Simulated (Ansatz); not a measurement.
Cost and result for the atomization energy of AlH5Si (`[AlH2][SiH3]`) (7 atoms, 6 bonds).

Cartesian coordinates in Å:
```
Al -0.3114 -0.1038 -1.3693
Si 0.2132 0.0924 1.0228
H -1.5547 0.6480 -2.0114
H 0.6088 -1.0025 -2.3022
H 0.2034 -1.2505 1.6738
H 1.5812 0.6563 1.2172
H -0.7405 0.9602 1.7691
```

The species carries charge 0 and has multiplicity 1. The geometry is a stationary point of PBE0-D4/def2-TZVP. Program: Ansatz. Hardware: A = 2 threads of a server CPU on a shared host; B = 2 threads of an AMD EPYC 7R13 on a shared host and a share of an NVIDIA H100 80 GB. Times are those of one run each, without the atoms' runs, and a repeat can differ threefold. Electronic energies, without spin–orbit coupling; frozen cores. CCSD(T)/CBS extrapolates def2-TZVPP and def2-QZVPP, and its time is that of the two runs behind it. T1 = 0.012.

CCSD(T)/CBS is a level of theory with its own doubt, some kJ/mol a heavy atom from the limit and from the frozen cores, so smaller differences don't rank the functionals.

| level | functions | wall time |
| --- | --- | --- |
| LDA (SPW92)/def2-TZVPP [A] | 154 | 0.81 s |
| CCSD(T)/def2-SVP [A] | 61 | 0.96 s |
| revPBE-D4/def2-TZVPP [A] | 154 | 1.3 s |
| BLYP-D4/def2-TZVPP [A] | 154 | 1.3 s |
| BHLYP-D4/def2-TZVPP [A] | 154 | 1.8 s |
| CAM-B3LYP-D4/def2-TZVPP [A] | 154 | 2 s |
| PBE-QIDH/def2-TZVPP [A] | 154 | 2.6 s |
| CCSD(T)/def2-QZVPP [B] | 290 | 3.9 s |
| B97M-V/def2-TZVPP [A] | 154 | 4.4 s |
| ωB97X-V/def2-TZVPP [A] | 154 | 4.7 s |
| ωB97M-V/def2-TZVPP (with forces) [A] | 154 | 6.5 s |
| CCSD(T)/def2-TZVPP [A] | 154 | 9 s |
| CCSD(T)/CBS(def2) | – | 13 s |

(1) What atomization energy does each give, and how far from CCSD(T)/CBS? (An estimate is asked.)

Answers

(1) The calculation gave: 
| level | atomization (kJ/mol) | difference from CCSD(T)/CBS | per bond |
| --- | --- | --- | --- |
| LDA (SPW92)/def2-TZVPP [A] | 1920.8 | 135.6 | 22.6 |
| CCSD(T)/def2-SVP [A] | 1677.0 | -108.2 | -18.0 |
| revPBE-D4/def2-TZVPP [A] | 1721.5 | -63.7 | -10.6 |
| BLYP-D4/def2-TZVPP [A] | 1749.6 | -35.6 | -5.9 |
| BHLYP-D4/def2-TZVPP [A] | 1773.4 | -11.8 | -2.0 |
| CAM-B3LYP-D4/def2-TZVPP [A] | 1785.2 | 0.0 | 0.0 |
| PBE-QIDH/def2-TZVPP [A] | 1746.6 | -38.6 | -6.4 |
| CCSD(T)/def2-QZVPP [B] | 1769.3 | -15.9 | -2.7 |
| B97M-V/def2-TZVPP [A] | 1815.6 | 30.4 | 5.1 |
| ωB97X-V/def2-TZVPP [A] | 1800.4 | 15.2 | 2.5 |
| ωB97M-V/def2-TZVPP (with forces) [A] | 1777.3 | -7.9 | -1.3 |
| CCSD(T)/def2-TZVPP [A] | 1745.3 | -39.9 | -6.6 |
| CCSD(T)/CBS(def2) | 1785.2 | 0.0 | 0.0 |

From PBE to PBE0 (25 % exact exchange), in def2-TZVPP and without D4, the atomization energy moves by +8.9 kJ/mol. In def2-TZVPP, CCSD(T) changes the Hartree–Fock value by +362.5 kJ/mol (the triples alone add +9.0 kJ/mol) and MP2 by +323.3 kJ/mol; breaking electron pairs costs correlation energy, which Hartree–Fock lacks. At CCSD(T), def2-SVP lies −108.2 kJ/mol from the extrapolated value and def2-TZVPP −39.9 kJ/mol: correlation converges slowly with the basis, and small sets miss more of it in the bonded molecule than in its fragments.
